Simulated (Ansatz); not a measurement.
For rock-salt MgS, PBE (plane waves, PAW; Ansatz, a program for electronic structure) gives:

```
Property                                Value
-------------------------------  ------------
equilibrium lattice constant a        5.230 Å
bulk modulus                         74.0 GPa
cohesive energy                  3.72 eV/atom
zone-centre TO phonon frequency      224 cm⁻¹
elastic constant C11                  139 GPa
elastic constant C44                 53.9 GPa
polycrystal shear modulus            51.7 GPa
```

What does r²SCANh in Ansatz (plane waves, PAW) give for the same quantities?


- lattice constant a: 5.196 Å (falls by 0.7 %)
- bulk modulus: 81.0 GPa (increases by 9.5 %)
- cohesive energy: 3.99 eV/atom (increases by 0.27 eV/atom)
- zone-centre TO phonon frequency: 238 cm⁻¹ (grows by 6.2 %)
- elastic constant C11: 153 GPa (increases by 10 %)
- elastic constant C44: 61.0 GPa (rises by 13 %)
- Voigt–Reuss–Hill shear modulus: 58.2 GPa (grows by 13 %)

For comparison: lattice constant a 5.188 Å (measured, corrected for zero-point motion; as tabulated in Goldzak et al. (2022), arXiv:2208.04865); bulk modulus 81 GPa (measured, corrected for zero-point motion; as tabulated in Goldzak et al. (2022), arXiv:2208.04865); cohesive energy 4.04 eV/atom (measured, corrected for zero-point motion; as tabulated in Goldzak et al. (2022), arXiv:2208.04865); zone-centre TO phonon frequency 240 cm⁻¹ (measured, temperature not stated, no zero-point or thermal correction; as tabulated in Chmeruk and Núñez-Valdez (2023), arXiv:2212.11645).

Changes are worked out from the printed values.

Unless a cell is named, each level is at its own relaxed cell (PBE 17.88, r²SCANh 17.54 Å³/atom).

Ansatz's density-functional and Hartree–Fock values are scalar-relativistic unless marked +SOC, with PAW data made under PBE.
